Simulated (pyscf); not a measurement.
Optimised with ωB97X-D3(BJ)/def2-SVP in PySCF.

Q: What are the homolytic bond dissociation enthalpies (298 K) of HN=W(F)(F)(F)–F (SMILES [NH]=[W]([F])([F])([F])[F]) at ωB97M-D3(BJ)/def2-TZVP, weakest first?

A: H–N to [N=W(F)(F)(F)–F]• + H•: 517.2 kJ/mol; F–W to [HN=W(F)(F)–F]• + F•: 517.2 kJ/mol. Ring and multiple bonds, and those that leave no two simple radicals, are not listed. The radicals are drawn with the spin at the cut bond; how far it spreads was not checked. Other isomers of [N=W(F)(F)(F)–F]•, [HN=W(F)(F)–F]• were not searched in full and may lie lower. Left out: the spin-orbit lowering of F. Open-shell species with a d-block atom are single-reference here; other states, and whether the spin sits on metal or ligand, were not checked. Elements past Kr carry the def2 core potentials, without spin-orbit coupling.
